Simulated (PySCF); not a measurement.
Compound: nitryl fluoride, FNO2.
Atom-mapped SMILES: `[O:1]=[N+:2]([O-:3])[F:4]`
Bond orders are those of one Lewis drawing.

Computed by this run: PySCF 2.14.0, PBE0-D3(BJ)/def2-SVP geometry optimisation, gas phase; density fitting, grid level 1; the optimiser is geomeTRIC in internal coordinates, started from a GFN2-xTB structure with every atom displaced at random (about 0.01 Å).

Step 3: E = -8281.7979 eV
```
atom  x, y, z in Å  |  force x, y, z in eV/Å
O1     -0.2311    1.1972    0.2997   -0.351  -0.598  -0.443
N2      0.0948    0.0632    0.2700    0.695   0.952   1.162
O3      1.1522   -0.4520    0.2686   -0.398  -0.373  -0.433
F4     -0.9862   -0.8434    0.4161    0.054   0.020  -0.286
```

Step 4: E = -8281.8276 eV
```
atom  x, y, z in Å  |  force x, y, z in eV/Å
O1     -0.2328    1.1947    0.2926   -0.370  -0.185  -0.184
N2      0.0984    0.0675    0.2891    0.462   0.541   0.503
O3      1.1489   -0.4539    0.2615   -0.115  -0.379  -0.191
F4     -0.9849   -0.8432    0.4113    0.023   0.022  -0.129
```

**Question.** Estimate the geometry and energy of step 5. (The exact step hangs on the optimiser's Hessian estimate; all steps are aligned on step 4, rigid shifts and turns removed.)

**Answer.** E = -8281.8408 eV, largest force 0.190 eV/Å
```
atom  x, y, z in Å  |  force x, y, z in eV/Å
O1     -0.2431    1.1931    0.2892   -0.064   0.117  -0.067
N2      0.1074    0.0758    0.2989    0.031  -0.057   0.179
O3      1.1466   -0.4640    0.2579    0.061  -0.041  -0.074
F4     -0.9813   -0.8399    0.4084   -0.028  -0.018  -0.037
```

The energy changes by -0.0132 eV. The first-order estimate −F·Δx gives -0.0237 eV and the mean of the old and new forces, exact on a quadratic surface, -0.0132 eV. The step makes an angle of 17° with the force vector and moves no atom by more than 0.016 Å.

The cost below is that of the whole optimisation. Time: 5.6 s; peak memory 0.27 GiB. Hardware: one thread, Arm Neoverse V2 (aarch64), no GPU, shared host with 96 logical CPUs at a one-minute load of 38.
